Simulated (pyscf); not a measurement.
This saddle point was located with ωB97X-D3(BJ)/def2-SVP in PySCF.

```
C
H 1 1.0970
H 1 1.2811 2 102.76
Cl 3 1.5337 2 140.61 1 176.83
Cl 1 1.7274 2 112.26 3 -113.86
Cl 1 1.7280 2 112.24 3 113.73
```
Charge 0, spin multiplicity 2.

Surface: doublet, charge 0. Lowest wavenumbers (cm⁻¹): 1044i, 61, 123, 289, 395.

Problem. Name the species on either side of this saddle.

Solution. `[Cl][CH2][Cl]` + `[Cl]` [doublet] ⇌ `[Cl][CH][Cl]` [doublet] + `[ClH]`, a hydrogen abstraction read from left to right: C–H broken and Cl–H formed. At CCSD(T)/def2-TZVPP + ΔMP2(QZVPP) it lies +19.1 kJ/mol from the left side and +32.9 kJ/mol from the right (each side as separated species at their lowest minima found). On the reactant side the descent ends in what is likely a three-electron adduct, which functionals tend to overbind (not fully relaxed), 21.0 kJ/mol under the separated species and 28.5 kJ/mol under the saddle at ωB97X-D3(BJ)/def2-TZVP. At ωB97X-D3(BJ) the barrier from the zero used here is 7.4 kJ/mol. This is the saddle that the search found; another between the same sides may lie lower. The angle at the transferred H is 175°. The CCSD(T) − MP2 part came from Ansatz, without density fitting, on the same reference. Left out: the spin-orbit lowering of Cl.
